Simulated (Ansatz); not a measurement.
Input for Ansatz (development build ahead of 0.2.0):

```yaml
crystal:
  periodic: [false, false, false]
  atoms:
    - { symbol: B, position_ang: [0.0, 0.45131, -0.78168] }
    - { symbol: B, position_ang: [0.0, -0.90263, 0.0] }
    - { symbol: B, position_ang: [0.0, 0.45131, 0.78168] }
basis:
  gaussian: { orbitals: def2-SVP }
magnetization:
  initial_magnetization: 1
hamiltonian:
  xc: hf
correlation:
  method: mp2
  frozen_orbitals: { B: 1 }
```

The input is written out in the form of the current development build from the run's settings. Correlation on restricted open-shell orbitals is semicanonical, with singles.

The run gave:

| Property | Result |
| --- | --- |
| Converged | yes |
| Reference energy | -73.68153 hartree |
| Correlation energy | -0.25076 hartree |
| Total energy | -73.93228 hartree |
| Spin squared of the determinant | 0.750 |
| Stability test | minimum among restricted orbitals |
| Occupied orbitals by symmetry in an Abelian subgroup (alpha; beta) | 5 A1 1 B1 2 B2; 4 A1 1 B1 2 B2 |

Messages of the program:
```
mean field -2004.97649707 eV, -73.6815272455 hartree, gradient 4.3e-6 eV, S^2 0.750000; 18 other ends of a descent, 0 dependent functions left out
with unlike orbitals of the spins -2005.80556077 eV, -73.7119947746 hartree, S^2 1.5409
```

Caution: an unrestricted determinant lies well below.
